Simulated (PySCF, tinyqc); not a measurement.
Starting guesses with plain Roothaan steps: SCF starting guesses in the sto-6g basis, for CH+, spin multiplicity 1. Computed by the program tinyqc with PySCF. 

Geometry (angstrom):
```
atom       x       y       z
C     0.0000  0.0000  0.0000
H     0.0000  0.0000  1.4450
```

lowest restricted solution found by these runs and by PySCF = -37.797348 hartree

RHF with one setting changed at a time; a run stops when the energy changes by less than 1e-09 hartree and the error matrix is below 1e-5. Starts: the lowest orbitals of the core Hamiltonian, of the Wolfsberg-Helmholz matrix (K = 1.75), projected atomic densities, random orbitals, and the highest orbitals of the core Hamiltonian (a deliberately bad start).

Largest element of the error matrix X^T (FDS - SDF) X:
```
iteration     core  Wolfsberg-Helmholz  atomic densities   random  highest core orbitals
1          4.2e-01             3.5e-01           3.2e-01  5.9e+00                1.5e-01
2          9.5e-02             1.9e-01           3.0e-02  2.8e-01                6.3e-01
3          1.7e-02             8.3e-02           6.8e-03  9.7e-02                5.4e-01
4          4.5e-03             2.7e-02           2.1e-03  7.7e-02                3.6e-02
5          1.3e-03             8.2e-03           6.3e-04  6.8e-02                5.4e-03
6          3.9e-04             2.4e-03           1.9e-04  5.8e-02                1.1e-03
8          3.5e-05             2.1e-04           1.7e-05  3.8e-02                9.7e-05
10         3.1e-06             1.9e-05                 -  2.3e-02                8.5e-06
14               -                   -                 -  8.8e-03                      -
20               -                   -                 -  2.0e-03                      -
30               -                   -                 -  1.7e-04                      -
```

How each run ends:
```
run                    iterations  E (hartree)         state
core                           10   -37.797348  lowest found
Wolfsberg-Helmholz             11   -37.537904        higher
atomic densities                9   -37.797348  lowest found
random                         42   -37.797348  lowest found
highest core orbitals          10   -37.537904        higher
```

3 of 5 runs reach the lowest restricted solution found, in 9 to 42 iterations (fastest: atomic densities). Ending on a higher stationary point: Wolfsberg-Helmholz, highest core orbitals; a small error matrix cannot reveal that, and an occupation fixed by the start is kept by symmetry or by the shape of the basin. The first errors are 4e-01, 3e-01, 3e-01, 6e+00, 1e-01; the deliberately bad start has the smallest one, so a small first error does not mark a good start. The restricted reference is unstable here: a spin-polarised solution lies 0.0086 hartree lower (PySCF), so results built on it describe a poor reference.
